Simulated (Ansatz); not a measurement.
Species, as SMILES: S (H2S).
Atoms: S1, H2, H3. Bonds: S1-H2, S1-H3.

Basis-set convergence of the optimised S1-H2 bond length at MP2 with Ansatz (a quantum-chemistry and plane-wave program). The reference of a correlated method is not its basis-set limit, which lies further on. Cartesian d functions, on some or all atoms, in 6-31G*, 6-31+G*, 6-31G**, 6-311+G**; all else is spherical. Cores are frozen. Core-valence sets carry the plain set on hydrogen. No added dispersion term, no relativity. Reference: the value in pcseg-4, 1.3324 Å, itself unsure by roughly 0.0002 Å (its mean distance from aug-pcseg-3, aug-cc-pV(Q+d)Z, cc-pV(5+d)Z). Deviations are taken from unrounded values.

```json
[
 {"basis": "6-31G", "functions": "17", "optimised S1-H2 bond length (Å)": "1.3748", "minus reference (Å)": "0.0424"},
 {"basis": "pcseg-0", "functions": "17", "optimised S1-H2 bond length (Å)": "1.3675", "minus reference (Å)": "0.0351"},
 {"basis": "6-31G*", "functions": "23", "optimised S1-H2 bond length (Å)": "1.3395", "minus reference (Å)": "0.0071"},
 {"basis": "6-31+G*", "functions": "27", "optimised S1-H2 bond length (Å)": "1.3396", "minus reference (Å)": "0.0072"},
 {"basis": "def2-SVP", "functions": "28", "optimised S1-H2 bond length (Å)": "1.3385", "minus reference (Å)": "0.0061"},
 {"basis": "pcseg-1", "functions": "28", "optimised S1-H2 bond length (Å)": "1.3405", "minus reference (Å)": "0.0081"},
 {"basis": "6-31G**", "functions": "29", "optimised S1-H2 bond length (Å)": "1.3301", "minus reference (Å)": "-0.0022"},
 {"basis": "6-311+G**", "functions": "43", "optimised S1-H2 bond length (Å)": "1.3334", "minus reference (Å)": "0.0011"},
 {"basis": "aug-pcseg-1", "functions": "45", "optimised S1-H2 bond length (Å)": "1.3429", "minus reference (Å)": "0.0105"},
 {"basis": "6-311++G(2d,2p)", "functions": "55", "optimised S1-H2 bond length (Å)": "1.3308", "minus reference (Å)": "-0.0016"},
 {"basis": "pcseg-2", "functions": "62", "optimised S1-H2 bond length (Å)": "1.3300", "minus reference (Å)": "-0.0024"},
 {"basis": "def2-TZVPD", "functions": "64", "optimised S1-H2 bond length (Å)": "1.3373", "minus reference (Å)": "0.0049"},
 {"basis": "def2-TZVPP", "functions": "70", "optimised S1-H2 bond length (Å)": "1.3318", "minus reference (Å)": "-0.0006"},
 {"basis": "def2-TZVPPD", "functions": "85", "optimised S1-H2 bond length (Å)": "1.3326", "minus reference (Å)": "0.0002"},
 {"basis": "cc-pCVTZ", "functions": "87", "optimised S1-H2 bond length (Å)": "1.3327", "minus reference (Å)": "0.0003"},
 {"basis": "aug-pcseg-2", "functions": "96", "optimised S1-H2 bond length (Å)": "1.3324", "minus reference (Å)": "0.0000"},
 {"basis": "aug-pcseg-3", "functions": "187", "optimised S1-H2 bond length (Å)": "1.3323", "minus reference (Å)": "-0.0001"},
 {"basis": "pcseg-4", "functions": "227", "optimised S1-H2 bond length (Å)": "1.3324", "minus reference (Å)": "0.0000"}
]
```
